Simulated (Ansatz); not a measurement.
Task: the energy of protonation at one site of NP, with Ansatz 0.2.0 through its Python package. Give the script and its output. Use (for the species named): Hartree-Fock, def2-SVP basis, multiplicity 1.

```xyz
2

P     0.0000    0.0000    0.0000
N     0.0000    0.0000    1.7200
```

Script `pa_np.py`:
```python
# -*- coding: utf-8 -*-
"""Proton affinity of NP at one site."""

import ansatz as az
import numpy as np

GEOMETRY = """
P     0.00000    0.00000    0.00000
N     0.00000    0.00000    1.72000
"""


def main():
    geometry = az.Crystal.molecule()
    for line in GEOMETRY.strip().splitlines():
        symbol, *xyz = line.split()
        geometry = geometry.atom(symbol, [float(v) for v in xyz])

    model = geometry.calculation()
    model = model.basis(gaussian="def2-SVP")
    model = model.functional("hf")
    symbols = [site.symbol for site in geometry.cartesian_sites]
    start = np.array([site.position_ang for site in geometry.cartesian_sites], dtype=float)
    rep = model.relax(force_tolerance=0.01).run().report
    end = np.array(rep["positions_ang"])

    # start the new hydrogen opposite the existing bonds
    away = sum((end[1] - end[j]) / np.linalg.norm(end[1] - end[j]) for j in [0]) + np.array([0.15, 0.1, -0.2])
    proton = end[1] + 1.0 * away / np.linalg.norm(away)
    acid = az.Crystal.molecule()
    for symbol, place in zip(symbols, end):
        acid = acid.atom(symbol, place.tolist())
    acid = acid.atom("H", proton.tolist())
    protonated = acid.calculation()
    protonated = protonated.basis(gaussian="def2-SVP")
    protonated = protonated.functional("hf")
    protonated = protonated.charge(1).relax(force_tolerance=0.01, max_steps=80)
    after = protonated.run().report
    xyz = np.array(after["positions_ang"])
    reach = np.linalg.norm(xyz[:-1] - xyz[-1], axis=1)
    print(f"base {rep['free_energy_ev']:.5f} eV, protonated {after['free_energy_ev']:.5f} eV")
    print(f"the proton ends {reach.min():.3f} A from {symbols[reach.argmin()]}{reach.argmin()}")
    print(f"electronic proton affinity {96.485332 * (rep['free_energy_ev'] - after['free_energy_ev']):.1f} kJ/mol")


if __name__ == "__main__":
    main()
```

Output of `python pa_np.py`:
```text
base -10748.12775 eV, protonated -10757.01956 eV
the proton ends 1.008 A from N1
electronic proton affinity 857.9 kJ/mol
```

Reading the output:
- Total energies depend on the basis set; only differences at equal settings carry meaning.
- The proton is put on one chosen atom, which needn't be the most basic site, so the molecule's proton affinity can be higher; the ends are stationary points, not checked by frequencies, and zero-point and thermal terms count only where printed.
- Hartree-Fock leaves correlation out, so bond, atomisation and ionisation energies come out well too low.
- The spin state was assumed, and another may lie lower.
- The whole script took 3 s on 1 thread of Arm Neoverse V1, on a shared host, peak memory 0.17 GiB.

(A comment or docstring line of the script was reworded after the run, the code is as it ran; lines on the test bed's own set-up are left out of the output.)
